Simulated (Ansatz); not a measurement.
**AlPH3 (quartet): wave-function methods side by side, cc-pVDZ**

One table from this session's results is given with a row withheld; the runs are named, their logs left out.

Program: Ansatz 0.2.0, Gaussian basis. Level of theory: cc-pVDZ, core rule «outside noble gas», up to 10 orbitals frozen. These are calculated values, not measurements.

To be run: UHF; CCSD(T) on ROHF; CCSD(T) on UHF; BCCD(T) on ROHF; CISD; CCSDT(Q) on ROHF; CCSDT(Q) on UHF.

21 further runs of the same task are left out: 7 that didn't finish, 14 set aside as unsound or not needed.

**The geometry**

The geometry is a PBE0/def2-TZVP stationary point (not a proven minimum) of the parent state, kept for this charge and spin.

5 atoms, charge 0, spin multiplicity 4.

Atoms are counted from 1 here; the program's logs count them from 0.

Bond lengths: Al1–P2 2.345 Å, Al1–H3 1.606 Å, P2–H4 1.424 Å, P2–H5 1.419 Å. Angles: P2–Al1–H3 115.6°, Al1–P2–H4 91.6°, Al1–P2–H5 95.5°, H4–P2–H5 94.5°.

Set-up of the first run:

Input file in.yaml:

```yaml
crystal:
  periodic: [false, false, false]
  atoms:
    - {symbol: Al, position_ang: [0.042298, -0.119616, 1.254150]}
    - {symbol: P, position_ang: [-0.090450, 0.068392, -1.079457]}
    - {symbol: H, position_ang: [-0.052697, 1.261982, 2.066825]}
    - {symbol: H, position_ang: [1.035122, 0.939745, -1.114035]}
    - {symbol: H, position_ang: [0.664801, -1.101382, -1.353659]}
basis:
  gaussian: {orbitals: cc-pVDZ}
magnetization: {spin_polarized: true, initial_magnetization: 3}
hamiltonian: {xc: hf}
output: {orbitals: {seedname: orbitals}}
```

On the command line:

```
$ ansatz run in.yaml --threads 1 --pin off --events-out ev --progress --plain --max-ram 2393MiB
```

Among the steps run: UHF; CCSD(T) on ROHF; CCSD(T) on UHF; BCCD(T) on ROHF; CISD; CCSDT(Q) on ROHF; CCSDT(Q) on UHF.

One of the session's tables, all rows but one given; the rest of the session is left out.

```
   method  from UCCSDT(Q) (meV)
     ROHF               +5615.5
      UHF               +5480.6
     RMP2               +1311.4
     UMP2               +1308.7
     CISD                     ?
    RCCSD                +213.0
    UCCSD                +208.6
 RCCSD(T)                 +52.0
 UCCSD(T)                 +51.8
  BCCD(T)                 +49.2
   RCCSDT                  +8.5
   UCCSDT                  +7.9
RCCSDT(Q)                  +1.4
UCCSDT(Q)                     0
```

Q: Estimate the row for CISD from the others.

As computed: from UCCSDT(Q) (meV): +640.2. In the column «from UCCSDT(Q) (meV)» it lies between RCCSD (+213.0) and UMP2 (+1308.7).

To keep in mind: Restricted and unrestricted rows rest on different reference determinants; where their highest levels disagree by more than a few hundredths of an eV, they describe different states and don't form one ladder.
